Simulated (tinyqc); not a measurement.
A ladder of methods, and size consistency: correlation methods against full CI in the sto-3g basis, for H2O, spin multiplicity 1. Computed by the program tinyqc with PySCF. All electrons correlated; +Q is the Davidson correction (1 - c0^2) E_corr. The last columns treat two copies 100 angstrom apart as one system. FCI is the lowest singlet.

Geometry (angstrom):
```
atom       x        y       z
O     0.0000   0.0000  0.0000
H     0.0000   0.8270  0.7470
H     0.0000  -0.8270  0.7470
```

RHF energy of one = -74.938278 hartree

Correlation energies (hartree):
```
method   E_corr of one  share of FCI (%)  E_corr of two at 100 angstrom  two minus twice one (mhartree)
MP2          -0.052425           69.9676                      -0.104849                          0.0000
CISD         -0.072954           97.3675                      -0.139561                          6.3477
CISD+Q       -0.076432          102.0092                      -0.151172                          1.6930
CCSD         -0.074697           99.6931                      -0.149394                       -2.32e-05
CCSD(T)      -0.074787           99.8128                      -0.149573                       -2.32e-05
FCI          -0.074927          100.0000                              -                               -
```

What does the comparison show, and why?

MP2 recovers 70 %, CISD 97.4 % and CCSD 99.7 % of the FCI value (c0^2 = 0.952 in CISD). MP2 and coupled cluster are size consistent, so their last column vanishes; CISD loses 6.35 mhartree, since a double excitation on each copy is a quadruple of the pair, and the Davidson correction leaves +1.69.
